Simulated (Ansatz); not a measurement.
`C=C=CF` + H₂ → `C=C=C` + H–F at 700 K and 1 bar (hydrogenolysis of a C–F bond).

Computed with Ansatz on PBE0-D4/def2-TZVP structures; ΔE is electronic, products minus reactants. CCSD(T)/CBS adds triple-zeta CCSD(T) − MP2 to the extrapolated MP2 energy (def2 sets, frozen cores). This one scheme is used for every species.

```csv
species,CCSD(T)/CBS energy (Eh),H − E (kJ/mol),S (J/(mol·K))
`C=C=CF`,-215.66729,176.7,349.4
H₂,-1.17544,46.8,155.3
`C=C=C`,-116.49399,189.5,308.4
H–F,-100.39570,45.2,198.5
```

H − E and S are ideal-gas, rigid-rotor, harmonic terms from PBE0-D4/def2-TZVP. For small species the MP2-based limit differs from directly extrapolated CCSD(T) by up to some mEh (0.8 for H₂); such offsets cancel only in part. 1 Eh = 2625.50 kJ/mol, R = 8.31446 J/(mol·K).

Problem. By hand: ΔE, ΔH, ΔS and ΔG.

Solution. ΔE = (-116.49399) + (-100.39570) − (-215.66729) − (-1.17544) = -0.04696 Eh = -123.3 kJ/mol. Δ(H − E) = 189.5 + 45.2 − 176.7 − 46.8 = 11.2, so ΔH = -112.1 kJ/mol. ΔS = 308.4 + 198.5 − 349.4 − 155.3 = 2.2 J/(mol·K). ΔG = -112.1 − 700 × (2.2)/1000 = -113.6 kJ/mol.

Problem. By hand: the equilibrium constant, and the temperature at which ΔG would vanish if ΔH and ΔS stayed fixed.

Solution. log₁₀ K = −ΔG/(RT ln 10) = 8.5. ΔH and −TΔS have one sign here, so there is no such temperature.

The number of gas molecules stays the same, so ΔS is small and ΔH decides. A doubt of 5 kJ/mol in ΔE shifts log₁₀ K by 0.4 here. These are equilibria of isolated gas molecules and say nothing of rates. Largest T1 diagnostic: 0.013 (customary marks: 0.02 for closed shells, 0.045 for open ones).

ΔS is within the doubt of such terms, so its sign, and with it that verdict, could turn.
